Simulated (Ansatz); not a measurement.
Two isomers of C2H4OS: A = `SC1CO1`, B = `O=CCS`.

Computed with Ansatz on PBE0-D4/def2-TZVP structures; ΔE is electronic, products minus reactants. CBS: MP2 limit from def2 TZ/QZ plus the TZ coupled-cluster correction, frozen cores. DFT in def2-TZVPP. B3LYP here is the variant with VWN-RPA as its local correlation; programs differ in this. Each species was taken in one conformer, which may not be the lowest.

(1) Which isomer does CCSD(T)/CBS put lower? Give the gap. (Estimate.)

(2) Give E(B) − E(A) in kJ/mol with B3LYP, CCSD/def2-TZVPP, B2PLYP, PBE0-D4, CCSD(T)/def2-TZVPP, PBE-D4, BLYP-D4. (An estimate is asked.)

(3) Does the order hold for the free energy at 298.15 K (harmonic terms from PBE0-D4)? (An estimate is asked.)

Largest T1 diagnostic: 0.014.

Results:

(1) Ansatz gave: B, by 95.8 kJ/mol.

(2) Ansatz gave: B3LYP -101.2, CCSD/def2-TZVPP -97.2, B2PLYP -100.5, PBE0-D4 -87.3, CCSD(T)/def2-TZVPP -96.8, PBE-D4 -89.2, BLYP-D4 -105.2. None reverses the order clearly.

(3) Computed: Yes: G(B) − G(A) = -101.2 kJ/mol, for one conformer each.

At CCSD(T), def2-SVP lies −11.8 kJ/mol from the extrapolated value and def2-TZVPP −0.9 kJ/mol. Leaving LDA and LC-ωPBE aside and taking each functional with its dispersion term where it has one, the values, not all of them listed here, spread over 18.0 kJ/mol, from BLYP-D4 to HSE06-D4. LDA lies +8.2 kJ/mol from PBE without D4.
